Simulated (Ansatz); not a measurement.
A made-up structure of C2H5Mg (charge +1), closed shell:

```xyz
8
angstrom
C -1.2245 1.3210 -1.5606
Mg 0.1320 0.0711 -0.3164
C 1.0020 -1.0432 1.1908
H -2.0724 0.9453 -2.1483
H -1.3063 2.4147 -1.5078
H 1.2456 -0.3897 2.0299
H 1.9136 -1.4976 0.7968
H 0.9759 -0.8682 -1.4843
```

It is relaxed with PBE-D4/def2-SVP and then PBE0-D4/def2-TZVP (Ansatz 0.2.0). Atoms count as bonded within 1.22 times the sum of their covalent radii (H–H: 0.88 Å). The end point is not checked to be a true minimum.

(1) Does its bonding change? (A judgement: the text doesn't fix the answer.)

Results:

(1) Computed: Yes. Formed: C3–H8; broken: Mg2–H8.

Where it ends: The first stage lowers the energy by 4.76 eV in 22 steps. It ends as C₂H₅Mg ([CH2][Mg][CH3]), total charge +1:
```json
{"atom": "C1", "x (Å)": "-1.5150", "y (Å)": "1.3546", "z (Å)": "-1.6409"}
{"atom": "Mg2", "x (Å)": "0.1426", "y (Å)": "0.2001", "z (Å)": "-0.7070"}
{"atom": "C3", "x (Å)": "1.3711", "y (Å)": "-0.8538", "z (Å)": "0.5774"}
{"atom": "H4", "x (Å)": "-2.4325", "y (Å)": "0.9217", "z (Å)": "-2.0607"}
{"atom": "H5", "x (Å)": "-1.6615", "y (Å)": "2.4391", "z (Å)": "-1.5525"}
{"atom": "H6", "x (Å)": "1.5425", "y (Å)": "-0.2688", "z (Å)": "1.4820"}
{"atom": "H7", "x (Å)": "0.8988", "y (Å)": "-1.8034", "z (Å)": "0.8336"}
{"atom": "H8", "x (Å)": "2.3198", "y (Å)": "-1.0363", "z (Å)": "0.0680"}
```

Labels in which every atom is bracketed show which atoms are joined, not bond orders.

For scale, one of the runs: PBE0-D4/def2-TZVP relaxation, 124 basis functions, launched by `ansatz run in.yaml --threads 2 --pin off --events-out ev --progress --plain --max-ram 4352MiB`. The run took about 29 s on 2 CPU threads of an Arm Neoverse V2 (shared host).
